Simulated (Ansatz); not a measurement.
Total energies of C₂H₆O₂ (`CC(O)O`).

Z-matrix (Å, degrees):
```
C
C 1 1.508
H 1 1.090 2 110.0
H 1 1.091 2 110.6 3 120.7
H 1 1.094 2 109.8 3 -120.1
O 2 1.403 1 107.2 3 179.3
O 2 1.402 1 112.8 3 56.4
H 2 1.097 1 110.8 3 -59.9
H 6 0.962 2 107.5 1 179.9
H 7 0.964 2 107.6 1 55.6
```

Charge 0, multiplicity 1. Geometry: relaxed with PBE0-D4/def2-TZVP. It is one conformer, not always the lowest. Basis def2-TZVPP, Ansatz 0.2.0.

RPA on PBE orbitals: Hartree–Fock energy of these orbitals -229.01178 Eh, correlation -1.31998 Eh (frozen core).

```tsv
functional	energy without D4 (Eh)	D4 term (kJ/mol)
LDA (SPW92)	-228.54704	–
ωB97X-V	-230.29922	–
```

Problem. Give the same for PBE, revPBE, BLYP, r2SCAN, B97M-V, PBE0, B3LYP, r2SCANh, r2SCAN0, HSE06 (plane-wave form), BHLYP, CAM-B3LYP, LC-ωPBE, ωB97M-V, B2PLYP, PBE-QIDH. (An estimate is asked.)

Solution. The calculation gave: 
```tsv
functional	energy without D4 (Eh)	D4 term (kJ/mol)
PBE	-230.10331	-12.9
revPBE	-230.29791	-49.6
BLYP	-230.30136	-29.9
r2SCAN	-230.24871	-3.2
B97M-V	-230.32519	–
PBE0	-230.11593	-10.6
B3LYP	-230.37864	-20.6
r2SCANh	-230.23661	-3.3
r2SCAN0	-230.21939	-3.6
HSE06 (plane-wave form)	-230.10433	-9.7
BHLYP	-230.24592	-13.4
CAM-B3LYP	-230.28174	-10.4
LC-ωPBE	-230.24241	–
ωB97M-V	-230.28163	–
B2PLYP	-230.19966	–
PBE-QIDH	-230.08587	–
```

B3LYP takes the VWN-RPA correlation (the form of Gaussian; ORCA's B3LYP/G). HSE06 is the plane-wave form, built on full-range PBE exchange. The double hybrids freeze the cores in their second-order part.

LC-ωPBE has ω = 0.4 bohr⁻¹.
